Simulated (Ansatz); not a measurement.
fcc Pb, treated with PBEsol in Ansatz (plane waves, PAW).

Input file:

Ansatz 0.2 input:
```yaml
crystal:
  lattice:
    - [0.0, 2.4992325282, 2.4992325282]
    - [2.4992325282, 0.0, 2.4992325282]
    - [2.4992325282, 2.4992325282, 0.0]
  atoms:
    - { symbol: Pb, position: [0.0, 0.0, 0.0] }
basis:
  ecutwfc: 520
  ecutrho_ratio: 4
  xc_grid: 2
kpoints:
  mp_grid: { grid: [20, 20, 20] }
hamiltonian:
  xc: pbesol
  dispersion: none
  pseudopotentials: { kind: paw }
scf:
  occupations: { method: fermi_dirac, width: 0.05 }
  convergence: { dr2_threshold: 0.000000001 }
output:
  forces: false
  stress: true
  eigenvalues: true
```

**Question.** How many irreducible k-points, plane waves at Γ does the program set up, and what pressure does the run end with?

**Answer.** 256 irreducible k-points, 869 plane waves at Γ; P = -1.68 GPa, so the cell is stretched on average and its volume would shrink at this level.

Excerpt of the program's output:

```
WARN output.stress: scf.convergence.dr2_threshold = 1e-9 eV is looser than the 1e-10 eV advised for a printed stress (1e-10 eV for each atom of the cell: 1)
Crystal: 1 atoms, lattice volume = 31.221 Å³
Basis set: ecut = 520 eV, 869 PW (Γ), exchange–correlation on 54×54×54 points (8 copies of the dense FFT grid, shifted against one another)
Bands: 11, of which v1, the nominal top of the filled ones, is band 7 counted from 1 (6 counted from 0)
Symmetry: 48 space group operations
Space group: Fm-3m (ITA 225), of the structure as read, at distance tolerance 3.1e-5 Å
k-points: 256 of 8000
Functional: x = pbesol(κ = 0.804, μ = 0.12345679012345678), c = pbesol(β = 0.046)
SCF iter   1: F=—  HF=-11754.941661 eV  |F-HF|=—  |Δ(HF+E_count)|=         —  Δρ=2.05e-3  dr2=9.14e-4
SCF iter   2: F=—  HF=-11754.940989 eV  |F-HF|=—  |Δ(HF+E_count)|=   6.72e-4  Δρ=1.14e-3  dr2=3.23e-4
  ...
SCF iter   6: F=—  HF=-11754.940864 eV  |F-HF|=—  |Δ(HF+E_count)|=   6.42e-9  Δρ=1.74e-6  dr2=1.07e-9
SCF iter   7: F=-11754.940864 eV  HF=-11754.940864 eV  |F-HF|=6.37e-11  |Δ(HF+E_count)|=  5.20e-10  Δρ=3.49e-7  dr2=5.62e-11
SCF 1 converged in 7 iterations: F = -11754.940864 eV  dr2 = 5.62e-11
SCF converged after 7 iterations
Free energy (F): -11754.940864 eV
Internal energy: -11754.936226 eV  (E = F + TS)
E sigma→0 (E₀):  -11754.938545 eV
Fermi energy:    10.380856 eV
--- Stress (GPa, compression-positive) ---
       -1.679678      -0.000000       0.000000
        0.000000      -1.679678       0.000000
        0.000000       0.000000      -1.679678
  P = ⅓ Tr σ = -1.6797 GPa (-16.797 kbar)
```

The cell is one volume of an energy–volume scan, off the minimum.

The PAW data were made under PBE.

Cost on a shared machine: very roughly 6 core-seconds.

Ansatz is a program for electronic structure.
